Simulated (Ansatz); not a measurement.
# [Br···H···NH], triplet: transfer scan

Starting geometry:

| atom | x (Å) | y (Å) | z (Å) |
| --- | --- | --- | --- |
| Br | -1.8444 | 0.2511 | 0.0000 |
| H | -0.4238 | 0.2511 | 0.0000 |
| N | 0.9996 | 0.2511 | 0.0000 |
| H | 1.2687 | -0.7532 | 0.0000 |

From there H2 is moved from one fragment to the other while all else, the fragments' distance too, stays fixed; atoms are numbered as listed. Energies are in kcal/mol, counted from the starting geometry at the same level.

Basis cc-pVDZ; Ansatz 0.2.0. Only valence electrons are correlated (noble-gas cores and the filled d shells of p-block atoms frozen). Prefix R: restricted or restricted open-shell reference; prefix U: unrestricted. No spin–orbit coupling is included, and no scalar relativity.

Full CI isn't at hand for all of this; UCCSDT(Q) serves as the reference, and is uncertain by about the last step of the cluster series. The frozen core follows each run's orbitals, which can shift R against U totals by a few meV for light atoms and by up to 0.1 eV past Ca.

```json
{"distance Br1-H2 (Å)": "1.321", "UCCSDT(Q)": "4.8", "error UHF": "-2.4", "error RMP2": "-0.5", "error UMP2": "-0.4", "error UCCSD": "-0.4", "error RCCSD(T)": "-0.1", "error BCCD(T)": "-0.1"}
{"distance Br1-H2 (Å)": "1.421", "UCCSDT(Q)": "0.0", "error UHF": "0.0", "error RMP2": "0.0", "error UMP2": "0.0", "error UCCSD": "0.0", "error RCCSD(T)": "0.0", "error BCCD(T)": "0.0"}
{"distance Br1-H2 (Å)": "1.475", "UCCSDT(Q)": "-0.7", "error UHF": "1.5", "error RMP2": "0.4", "error UMP2": "0.4", "error UCCSD": "0.2", "error RCCSD(T)": "0.1", "error BCCD(T)": "0.1"}
{"distance Br1-H2 (Å)": "1.530", "UCCSDT(Q)": "-0.8", "error UHF": "3.2", "error RMP2": "1.0", "error UMP2": "0.8", "error UCCSD": "0.5", "error RCCSD(T)": "0.1", "error BCCD(T)": "0.1"}
{"distance Br1-H2 (Å)": "1.585", "UCCSDT(Q)": "-1.0", "error UHF": "4.8", "error RMP2": "1.4", "error UMP2": "1.1", "error UCCSD": "0.7", "error RCCSD(T)": "0.2", "error BCCD(T)": "0.2"}
{"distance Br1-H2 (Å)": "1.640", "UCCSDT(Q)": "-1.3", "error UHF": "6.2", "error RMP2": "0.8", "error UMP2": "1.2", "error UCCSD": "0.8", "error RCCSD(T)": "0.2", "error BCCD(T)": "0.2"}
{"distance Br1-H2 (Å)": "1.694", "UCCSDT(Q)": "-2.0", "error UHF": "6.6", "error RMP2": "-1.9", "error UMP2": "1.0", "error UCCSD": "0.7", "error RCCSD(T)": "0.1", "error BCCD(T)": "0.2"}
{"distance Br1-H2 (Å)": "1.749", "UCCSDT(Q)": "-2.5", "error UHF": "5.8", "error RMP2": "-0.3", "error UMP2": "0.6", "error UCCSD": "0.5", "error RCCSD(T)": "0.1", "error BCCD(T)": "0.1"}
{"distance Br1-H2 (Å)": "1.804", "UCCSDT(Q)": "-2.2", "error UHF": "4.1", "error RMP2": "-0.3", "error UMP2": "0.1", "error UCCSD": "0.2", "error RCCSD(T)": "0.1", "error BCCD(T)": "0.1"}
```

Errors are those of relative energies. In total energy the starting point itself misses UCCSDT(Q) by: UHF 176.0, RMP2 24.9, UMP2 24.7, UCCSD 3.8, RCCSD(T) 0.7, BCCD(T) 0.7 kcal/mol.

Spread of the error over the points with a reference, to 1.804 Å (largest less smallest): BCCD(T) 0.3, RCCSD(T) 0.3, UCCSD 1.1, UMP2 1.7, RMP2 3.3, UHF 9.0 kcal/mol.
